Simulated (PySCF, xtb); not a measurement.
## BH4NSi: 4 structures ranked

4 gas-phase structures of BH4NSi, found in a search over its isomers (lower ones may exist). Each was relaxed with GFN2-xTB:

A. `[BH3-][Si+]=N`, a singlet
B. `BN=[SiH2]`, a singlet
C. `N=B[SiH3]`, a singlet
D. a singlet given by its coordinates

D (Å):

| atom | x (Å) | y (Å) | z (Å) |
| --- | --- | --- | --- |
| B | -1.7196 | -0.5177 | -0.3462 |
| N | -0.6910 | 0.0492 | 0.0918 |
| Si | 0.7156 | 0.8184 | 0.6917 |
| H | -2.6571 | -1.0321 | -0.7446 |
| H | 1.8430 | -0.0854 | 0.4540 |
| H | 0.8737 | 2.0768 | -0.0409 |
| H | 0.5097 | 1.0543 | 2.1219 |

Close contacts (Å): B1–N2 1.25, N2–Si3 1.71, B1–H4 1.14, Si3–H5 1.46, Si3–H6 1.46, Si3–H7 1.46.

Task: Make a reasoned guess at their ranking by r2SCAN-D4/def2-SVP single-point energy.

Result: Calculated order at r2SCAN-D4/def2-SVP: D (0.000), C (0.627), B (1.074), A (2.277) eV.

Energies above the lowest of each column, in eV; the last columns are at PBE0-D4/def2-SVP geometries and were run for some of them only (a dash: not run or not comparable):

| structure | GFN2-xTB | HF/STO-3G | r2SCAN-D4/def2-SVP | PBE0-D4/def2-SVP | CCSD(T)/def2-TZVP |
| --- | --- | --- | --- | --- | --- |
| D | 0.000 | 0.000 | 0.000 | 0.000 | 0.000 |
| C | 1.302 | 0.834 | 0.627 | 0.590 | 0.748 |
| B | 0.462 | 2.140 | 1.074 | 1.118 | 1.200 |
| A | 1.315 | 3.982 | 2.277 | – | – |

Every level run on D puts it lowest or level with the lowest. Some further structures that were screened fall inside this span and aren't listed. Flexible structures stand in one conformer each, not always the lowest. Frequencies (GFN2-xTB) were run for B, C, D alone.

Over these structures GFN2-xTB departs from r2SCAN-D4/def2-SVP by 0.562 eV on average once a common shift is removed. A GFN2-xTB relaxation took about 0.16 s and the r2SCAN-D4/def2-SVP energy about 8.3 s on a shared host (PySCF 2.14.0, xtb 6.7.1).
